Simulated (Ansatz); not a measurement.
Geometry optimisation, Ansatz, RKS B3LYP-D4/6-31G*.

input.yaml

```yaml
crystal:
  periodic: [false, false, false]
  atoms:
    - { symbol: Al, position_ang: [0.142621, -0.125991, 0.122254] }
    - { symbol: O, position_ang: [-0.214586, -0.481931, 1.804573] }
    - { symbol: H, position_ang: [-1.147016, -0.592392, 2.037691] }
    - { symbol: H, position_ang: [1.670159, -0.101911, -0.273042] }
    - { symbol: H, position_ang: [-1.065545, 0.026928, -0.898565] }
    - { symbol: P, position_ang: [0.138458, 3.057765, 1.528346] }
    - { symbol: H, position_ang: [1.547663, 2.866028, 1.404533] }
    - { symbol: H, position_ang: [-0.115163, 2.737492, 0.153861] }
    - { symbol: H, position_ang: [-0.087791, 1.725412, 1.976949] }
basis:
  gaussian: { orbitals: "6-31G*" }
hamiltonian:
  xc: b3lyp
  dispersion: d4
relax:
  f_tol: 0.03
  max_steps: 50
output:
  orbitals: {}
```

Command:

```bash
$ ansatz run input.yaml --threads 1 --pin off --max-ram 2048MiB --backend cpu --events-out ev --progress --plain --runs-dir out
```

Question: Where does it end, and by what steps?

Answer: The run converged. The force dipped under the threshold on the way, but the program's further checks kept it going. After 13 steps the energy has fallen by 0.073 eV; H7 moved furthest, 0.37 Å.

```
step  energy less start (eV)  largest force component (eV/Å)  accepted
   0                  0.0000                           0.718       yes
   1                 -0.0393                           0.537       yes
   2                 -0.0081                           0.707        no
   3                 -0.0599                           0.227       yes
   4                 -0.0674                           0.088       yes
   5                 -0.0666                           0.191        no
   6                 -0.0695                           0.016       yes
   7                 -0.0707                           0.055       yes
   8                 -0.0714                           0.040       yes
   9                 -0.0683                           0.158        no
  10                 -0.0722                           0.049       yes
  11                 -0.0724                           0.035       yes
  12                 -0.0727                           0.008       yes
  13                 -0.0728                           0.024       yes
```

```xyz
9
Properties=species:S:1:pos:R:3
Al 0.170 -0.150 0.209
O -0.277 -0.784 1.743
H -1.213 -0.900 1.948
H 1.720 -0.054 -0.074
H -0.958 0.209 -0.851
P 0.292 3.222 1.442
H 1.565 2.696 1.081
H -0.328 2.828 0.220
H -0.102 2.043 2.138
```

Time of the run: 35 s on 1 thread of Arm Neoverse V2, on a shared host, peak memory 0.13 GiB.
